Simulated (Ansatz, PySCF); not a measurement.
This Ansatz (a program for electronic structure) input computes a CCSD(T)/cc-pVDZ energy:

Ansatz 0.2 input:
```yaml
crystal:
  periodic: [false, false, false]
  atoms:
    - {symbol: C, position_ang: [-0.01016492, -0.27994848, 1.26025238]}
    - {symbol: N, position_ang: [0.02752705, 0.54107075, 0.00175175]}
    - {symbol: C, position_ang: [-0.01788448, -0.27138968, -1.26203737]}
    - {symbol: H, position_ang: [0.84891463, -0.94534137, 1.26048731]}
    - {symbol: H, position_ang: [0.02659022, 0.38821117, 2.11682979]}
    - {symbol: H, position_ang: [-0.93230591, -0.85474018, 1.26624623]}
    - {symbol: H, position_ang: [0.87379519, 1.11491211, 0.00110891]}
    - {symbol: H, position_ang: [0.84116373, -0.93674781, -1.27204628]}
    - {symbol: H, position_ang: [0.01364080, 0.40256842, -2.11426959]}
    - {symbol: H, position_ang: [-0.94005682, -0.84614662, -1.26628736]}
    - {symbol: H, position_ang: [-0.75613474, 1.19781794, 0.00637869]}
basis:
  gaussian:
    orbitals: cc-pVDZ
total_charge: 1
magnetization: {spin_polarized: false}
correlation: {method: ccsd_t, electrons: outside_noble_gas}
```

**Question.** Write an input for the same energy in PySCF and say what it gives.

**Answer.** 
```python
from pyscf import gto, scf, mp, cc as ccmod

mol = gto.M(
    atom='''
    C    -0.01016492   -0.27994848    1.26025238
    N     0.02752705    0.54107075    0.00175175
    C    -0.01788448   -0.27138968   -1.26203737
    H     0.84891463   -0.94534137    1.26048731
    H     0.02659022    0.38821117    2.11682979
    H    -0.93230591   -0.85474018    1.26624623
    H     0.87379519    1.11491211    0.00110891
    H     0.84116373   -0.93674781   -1.27204628
    H     0.01364080    0.40256842   -2.11426959
    H    -0.94005682   -0.84614662   -1.26628736
    H    -0.75613474    1.19781794    0.00637869
    ''',
    basis='cc-pvdz',
    charge=1,
    spin=0,
    verbose=4,
)

mf = scf.RHF(mol)
mf.conv_tol = 1e-10
mf.max_cycle = 100
mf.kernel()
mp2 = mp.MP2(mf, frozen=3).run()
cc = ccmod.CCSD(mf, frozen=3)
cc.max_cycle = 100
cc.kernel()
et = cc.ccsd_t()
print(f'E(CCSD(T)) = {cc.e_tot + et:.9f}')
```
It gives -135.15119 Eh, and Ansatz -135.15119 Eh, a difference of 0.00 mEh.

It need not be the lowest isomer of its formula.
